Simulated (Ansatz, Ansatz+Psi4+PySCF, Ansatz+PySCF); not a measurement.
```yaml
atoms:
  - { symbol: C, position_ang: [-0.0167, 0.0000, 0.0000] }
  - { symbol: C, position_ang: [1.2462, 0.0000, 0.0000] }
  - { symbol: H, position_ang: [-1.0749, 0.0000, 0.0000] }
```

Basis set: cc-pVTZ (spherical functions). Frozen core: 2 orbitals. Correlation on ROHF uses semicanonical orbitals with singles. Charge 0, multiplicity 2.

Computed with Ansatz (development build ahead of 0.2.0); each method stands on the lowest determinant of its kind that the runs found.

(1) Give the atomization energy at this shape (free ground-state atoms in the same class of orbitals less the molecule, no zero-point energy) of doublet C2H by ROHF-MP2, UHF-MP2, UHF.

Answers

(1)

```tsv
method	atomization energy
ROHF-MP2	250.23 kcal/mol
UHF-MP2	242.95 kcal/mol
UHF	182.09 kcal/mol
```

Caution: the shape is not the minimum. Caution for ROHF-MP2, UHF-MP2: another reference gives a lower total; forces differ strongly between restricted and unrestricted references. Caution for UHF-MP2, UHF: the unrestricted determinant is spin contaminated.
